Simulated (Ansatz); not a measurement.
`N[Si]S` + HCl → `N[Si]Cl` + H₂S at 400 K and 1 bar (ligand exchange at the Si–S bond).

Computed with Ansatz on PBE0-D4/def2-TZVP structures; ΔE is electronic, products minus reactants. CCSD(T)/CBS is frozen-core, at the limit of the def2 triple- and quadruple-zeta sets. Each species was taken in one conformer, which may not be the lowest.

| species | CCSD(T)/CBS energy (Eh) | H − E (kJ/mol) | S (J/(mol·K)) |
| --- | --- | --- | --- |
| `N[Si]S` | -743.38878 | 118.3 | 313.4 |
| HCl | -460.38167 | 29.6 | 195.4 |
| `N[Si]Cl` | -804.81294 | 93.2 | 301.3 |
| H₂S | -398.97119 | 53.4 | 215.9 |

H − E and S are ideal-gas, rigid-rotor, harmonic terms from PBE0-D4/def2-TZVP, for one conformer and one mirror image of each species. 1 Eh = 2625.50 kJ/mol, R = 8.31446 J/(mol·K).

Q: By hand: ΔE, ΔH, ΔS and ΔG.

A: ΔE = (-804.81294) + (-398.97119) − (-743.38878) − (-460.38167) = -0.01368 Eh = -35.9 kJ/mol. Δ(H − E) = 93.2 + 53.4 − 118.3 − 29.6 = -1.3, so ΔH = -37.2 kJ/mol. ΔS = 301.3 + 215.9 − 313.4 − 195.4 = 8.4 J/(mol·K). ΔG = -37.2 − 400 × (8.4)/1000 = -40.6 kJ/mol.

Q: By hand: the equilibrium constant, and the temperature at which ΔG would vanish if ΔH and ΔS stayed fixed.

A: log₁₀ K = −ΔG/(RT ln 10) = 5.3. ΔH and −TΔS have one sign here, so there is no such temperature.

The number of gas molecules stays the same, so ΔS is small and ΔH decides. A doubt of 5 kJ/mol in ΔE shifts log₁₀ K by 0.7 here. Other conformers and mirror images would add mixing entropy, several J/(mol·K) or more a flexible species. These are equilibria of isolated gas molecules and say nothing of rates. Largest T1 diagnostic: 0.014 (customary marks: 0.02 for closed shells, 0.045 for open ones).

ΔS is within the doubt of such terms, so its sign, and with it that verdict, could turn.
